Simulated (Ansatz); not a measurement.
## doublet SO₂(+): levels of theory in one basis

```xyz
3

O     0.0000    0.1980   -1.3125
S     0.0000   -0.3960    0.0000
O     0.0000    0.1980    1.3125
```

Basis set: def2-SVP (spherical functions). Correlated methods keep 7 orbitals frozen. Correlation on ROHF uses semicanonical orbitals with singles. Charge 1, multiplicity 2.

Computed with Ansatz (development build ahead of 0.2.0); each method stands on the lowest determinant of its kind that the runs found.

```tsv
method	E − E(ROHF) (eV)	<S²> of the determinant
ROHF	0.00	0.75
UHF	-0.37	1.08
ROHF-MP2	-13.52	–
UHF-MP2	-12.99	1.08
ROHF-CCSD(T)	-14.96	–
UHF-CCSD(T)	-14.93	1.08
```

Caution: the determinant may break the point group. Caution for UHF, UHF-MP2, UHF-CCSD(T): the unrestricted determinant is spin contaminated. Caution for ROHF-MP2, UHF-MP2: MP2 on this radical cation hangs on the determinant chosen. Caution for ROHF-CCSD(T), UHF-CCSD(T): another reference gives a lower total.
